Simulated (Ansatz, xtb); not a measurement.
Molecule: CH4N (charge 0, doublet). It need not be the lowest isomer of its formula. 
Coordinates optimised at B3LYP-D3(BJ)/def2-TZVP (Ansatz, a quantum-chemistry and plane-wave program):
```
C
H 1 1.0803
H 1 1.0803 2 118.78
N 1 1.3914 2 116.76 3 148.46
H 4 1.0089 1 115.75 2 172.11
H 4 1.0089 5 111.58 1 135.19
```
Charge 0, spin multiplicity 2.

Harmonic wavenumbers from GFN2-xTB (xtb, at its own minimum), cm⁻¹: 447, 582, 784, 903, 1233, 1272, 1403, 1515, 3113, 3159, 3396, 3452.

### Question
Give the harmonic wavenumbers at B3LYP-D3(BJ)/def2-TZVP (Ansatz, finite differences of forces, unscaled).

### Answer
445, 597, 676, 939, 1224, 1324, 1481, 1653, 3148, 3257, 3532, 3630 cm⁻¹. Zero-point energy 31.3 kcal/mol.

### Question
From these and the geometry, give the ideal-gas thermochemistry at 298.15 K and 1 atm (rigid rotor, harmonic oscillator).

### Answer
Point group Cs, rotational symmetry number 1. Rotational constants 147.6, 27.56, 23.83 GHz. S(trans) 36.13, S(rot) 18.75, S(vib) 1.80, S(elec, spin only) 1.38, S 58.1 cal/(mol K). H(298) - H(0) 2.77 kcal/mol; G - E(el) 16.8 kcal/mol.
